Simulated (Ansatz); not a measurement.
We consider hcp Re, described by revPBE in Ansatz (PAW).

Numerical settings: plane-wave cutoff 520 eV, 24×24×12 k mesh (along the axes of the cell as run), Fermi–Dirac smearing 0.05 eV, no spin polarisation, scalar-relativistic PAW data made under PBE.

Energies at three volumes about the minimum:

```
V (Å³/atom)  E − E_lowest (meV/atom)
-----------  -----------------------
14.761                          6.96
15.062                          0.00
15.363                          6.44
```

Q: Fit a parabola by hand: where is the minimum, and what is the bulk modulus?

A: Slopes: (0.00 − 6.96)/(15.062 − 14.761) = -23.123 and (6.44 − 0.00)/(15.363 − 15.062) = 21.395 meV/Å³. Curvature E″ = 2 × (21.395 − (-23.123))/(15.363 − 14.761) = 147.900 meV/Å⁶. From the middle of the first interval, the slope vanishes at V0 = 14.9115 − (-23.123)/147.900 = 15.068 Å³/atom. B = V0 E″ = 15.068 × 147.900 meV/Å³ × 0.1602 GPa per meV/Å³ = 357 GPa. The full Birch–Murnaghan fit to all volumes gives V0 = 15.062 Å³/atom and B0 = 356 GPa.

Shape and atoms are relaxed at each volume.

Measured, for comparison: bulk modulus 369 GPa (zero-point energy and finite temperature contributions removed, our sources range from 369 to 381; as tabulated in doi:10.1021/acs.jctc.3c00612). Computed (rounded) less measured: bulk modulus -4 % (-4 % to -7 % over the range).

Note: the bulk modulus comes from volumes at which shape and atoms were relaxed.

Ansatz is a program for electronic structure.
